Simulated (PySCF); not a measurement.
Metal–ligand bonds in Cd(CH3)1–Y. Isolated molecules, 0 K electronic values unless said otherwise. One relaxed conformer stands for each flexible species; it need not be the lowest. Multiplicities are imposed; where one is given, others were not computed. Strings in code marks are SMILES.

The dipole moment from two functionals at the same geometries (r2SCAN-D4/def2-SVP), both in PySCF: PBE-D3(BJ)/def2-TZVP and TPSSh-D3(BJ)/def2-TZVP. 

| species | PBE-D3(BJ)/def2-TZVP (D) | TPSSh-D3(BJ)/def2-TZVP (D) |
|---|---|---|
| Y = Br ([Cd(CH3)(Br)]) | 2.96 | 3.03 |
| free radical NH2 (`[NH2]`) | 1.92 | 1.94 |
| free radical CH3 (`[CH3]`) | 0.00 | 0.00 |
| free radical N(CH3)2 | 1.71 | 1.70 |

Over these rows, drawn at random from the members with no instability flagged (it was tested for open shells, ions and some series alone), PBE minus TPSSh-D3(BJ): mean -0.02 D, from -0.07 D to 0.00 D.
